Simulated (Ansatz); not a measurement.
Geometry optimisation, Ansatz 0.2.0, RKS PBE/6-31G.

Input:

```yaml
crystal:
  periodic: [false, false, false]
  atoms:
    - { symbol: "N", position_ang: [-0.30655, 0.26315, -0.86226] }
    - { symbol: C, position_ang: [0.58475, 0.30542, 0.35654] }
    - { symbol: O, position_ang: [0.45438, -1.08761, 0.94466] }
    - { symbol: H, position_ang: [0.30019, 0.44642, -1.66304] }
    - { symbol: H, position_ang: [-0.71715, -0.67221, -1.02544] }
    - { symbol: H, position_ang: [0.01885, 0.90873, 1.15954] }
    - { symbol: H, position_ang: [0.86397, -1.62985, 0.26443] }
total_charge: -1
basis:
  gaussian: { orbitals: "6-31G" }
hamiltonian:
  xc: pbe
relax:
  f_tol: 0.015
  max_steps: 40
```

Run as:

```bash
$ ansatz run input.yaml --threads 1 --pin off --max-ram 2048MiB --backend cpu --events-out ev --progress --plain --runs-dir out
```

Task: Where does it end, and by what steps?

Result: The run converged. Limits of this set-up: no polarisation functions, an anion without diffuse functions, the dipole of an ion depends on the origin. After 10 steps the energy has fallen by 0.477 eV; H5 moved furthest, 0.71 Å.

| step | energy less start (eV) | largest force component (eV/Å) | accepted |
| --- | --- | --- | --- |
| 0 | 0.0000 | 1.349 | yes |
| 1 | -0.2520 | 1.003 | yes |
| 2 | -0.3741 | 0.573 | yes |
| 3 | -0.4063 | 0.726 | yes |
| 4 | -0.4614 | 0.340 | yes |
| 5 | -0.4422 | 0.504 | no |
| 6 | -0.4720 | 0.354 | yes |
| 7 | -0.4755 | 0.080 | yes |
| 8 | -0.4763 | 0.064 | yes |
| 9 | -0.4770 | 0.045 | yes |
| 10 | -0.4772 | 0.014 | yes |

```xyz
7
Properties=species:S:1:pos:R:3
N -0.216 0.412 -0.918
C 0.552 0.294 0.332
O 0.453 -1.275 0.793
H 0.340 0.067 -1.714
H -1.140 -0.108 -0.965
H -0.151 0.710 1.114
H 1.360 -1.566 0.534
```

The run took 12 s on 1 thread of Arm Neoverse V2, on a shared host, peak memory 0.19 GiB.
